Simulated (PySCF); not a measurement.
Job file and geometry (Å, from PBE0-D3(BJ)/def2-SVP) of a spin–spin coupling run on 1,2-Butadiene, C$_{4}$H$_{6}$, B3LYP/pcJ-1 indirect spin-spin coupling, non-relativistic, gas phase in PySCF 2.14.0, density-fitted response routines; density fitting, a coarse starting grid and PySCF grid level 2 are the driver's defaults:

```
{"job": {"kind": "j", "xc": "B3LYP", "basis": "pcJ-1"}, "charge": 0, "multiplicity": 1}
C      2.087389     0.282068    -0.176766
C      0.861366    -0.175075    -0.166650
C     -0.368557    -0.627029    -0.154272
C     -1.579870     0.158020     0.253052
H      2.734762     0.195881     0.702838
H      2.508322     0.763691    -1.066199
H     -0.528506    -1.667784    -0.467707
H     -2.307698     0.212444    -0.572999
H     -2.092478    -0.324563     1.101252
H     -1.314588     1.182524     0.547537
```

Q: What does the program print?

A: 
```
coarse grid: 8064 points
cycle   1  E = -155.9216129644  dE =  2.664e-01  |g| = 3.517e-01  |ddm| = 2.600e+00
cycle   2  E = -155.9188699646  dE =  2.743e-03  |g| = 3.689e-01  |ddm| = 6.120e-01
cycle   3  E = -155.9555049867  dE = -3.664e-02  |g| = 2.810e-02  |ddm| = 3.332e-01
cycle   4  E = -155.9554675576  dE =  3.743e-05  |g| = 2.958e-02  |ddm| = 3.910e-02
cycle   5  E = -155.9556915031  dE = -2.239e-04  |g| = 5.306e-03  |ddm| = 2.305e-02
cycle   6  E = -155.9556981889  dE = -6.686e-06  |g| = 1.472e-03  |ddm| = 4.525e-03
final grid: 77064 points
cycle   7  E = -155.9899571734  dE = -6.922e-05  |g| = 4.777e-03  |ddm| = 1.730e-02
cycle   8  E = -155.9899553961  dE =  1.777e-06  |g| = 5.394e-03  |ddm| = 6.907e-03
cycle   9  E = -155.9899625150  dE = -7.119e-06  |g| = 6.273e-04  |ddm| = 3.833e-03
cycle  10  E = -155.9899625270  dE = -1.193e-08  |g| = 5.784e-04  |ddm| = 8.735e-04
cycle  11  E = -155.9899626170  dE = -8.999e-08  |g| = 5.953e-05  |ddm| = 4.476e-04
cycle  12  E = -155.9899626179  dE = -8.943e-10  |g| = 9.310e-06  |ddm| = 5.154e-05
converged SCF energy = -155.9899626179

Indirect spin-spin couplings (Hz)
  i      j    bonds     total        FC       PSO       DSO        SD
  0 C    1 C    1    110.927   118.793    -7.992     0.126         -
  0 C    2 C    2      8.655     9.308    -0.499    -0.154         -
  0 C    3 C    3      4.328     4.240     0.159    -0.071         -
  0 C    4 H    1    178.900   177.576     0.807     0.516         -
  0 C    5 H    1    178.878   177.554     0.808     0.516         -
  0 C    6 H    3      7.768     7.766     0.457    -0.455         -
  0 C    7 H    4     -2.537    -2.538     0.312    -0.310         -
  0 C    8 H    4     -2.540    -2.542     0.312    -0.310         -
  0 C    9 H    4     -0.228    -0.229     0.102    -0.102         -
  1 C    2 C    1    112.210   120.008    -7.963     0.165         -
  1 C    3 C    2     -0.335    -0.207    -0.079    -0.049         -
  1 C    4 H    2     -4.084    -2.471    -1.083    -0.530         -
  1 C    5 H    2     -4.092    -2.479    -1.083    -0.530         -
  1 C    6 H    2     -3.117    -1.547    -1.142    -0.428         -
  1 C    7 H    3      7.268     7.363     0.282    -0.378         -
  1 C    8 H    3      7.264     7.359     0.282    -0.377         -
  1 C    9 H    3      6.482     6.708    -0.273     0.046         -
  2 C    3 C    1     49.426    50.173    -0.912     0.164         -
  2 C    4 H    3      8.688     8.691     0.432    -0.435         -
  2 C    5 H    3      8.686     8.688     0.432    -0.435         -
  2 C    6 H    1    168.124   166.606     0.764     0.755         -
  2 C    7 H    2     -7.619    -7.624     0.216    -0.212         -
  2 C    8 H    2     -7.627    -7.631     0.216    -0.212         -
  2 C    9 H    2     -4.982    -4.786     0.044    -0.241         -
  3 C    4 H    4     -4.657    -4.646     0.228    -0.240         -
  3 C    5 H    4     -4.658    -4.646     0.228    -0.240         -
  3 C    6 H    2     -0.150    -0.094     0.313    -0.370         -
  3 C    7 H    1    135.043   133.292     1.220     0.532         -
  3 C    8 H    1    135.029   133.278     1.220     0.532         -
  3 C    9 H    1    136.649   135.032     1.067     0.550         -
  4 H    5 H    2    -12.181   -12.459     3.882    -3.604         -
  4 H    6 H    4     -8.677    -8.525     1.259    -1.412         -
  4 H    7 H    5      6.421     6.537     1.111    -1.227         -
  4 H    8 H    5      7.230     7.331     0.686    -0.788         -
  4 H    9 H    5      0.284     0.375     0.409    -0.500         -
  5 H    6 H    4     -8.678    -8.526     1.259    -1.412         -
  5 H    7 H    5      7.222     7.324     0.687    -0.788         -
  5 H    8 H    5      6.430     6.545     1.111    -1.227         -
  5 H    9 H    5      0.284     0.375     0.409    -0.500         -
  6 H    7 H    3      5.126     5.214     0.805    -0.893         -
  6 H    8 H    3      5.121     5.209     0.806    -0.893         -
  6 H    9 H    3     15.058    15.146     2.881    -2.969         -
  7 H    8 H    2    -18.726   -18.807     2.756    -2.674         -
  7 H    9 H    2    -14.098   -14.141     2.783    -2.740         -
  8 H    9 H    2    -14.099   -14.142     2.783    -2.740         -
```

Size and cost of the density-fitted run: 168 basis functions, 11 s wall time on 1 thread of an x86-64 server CPU, shared host.
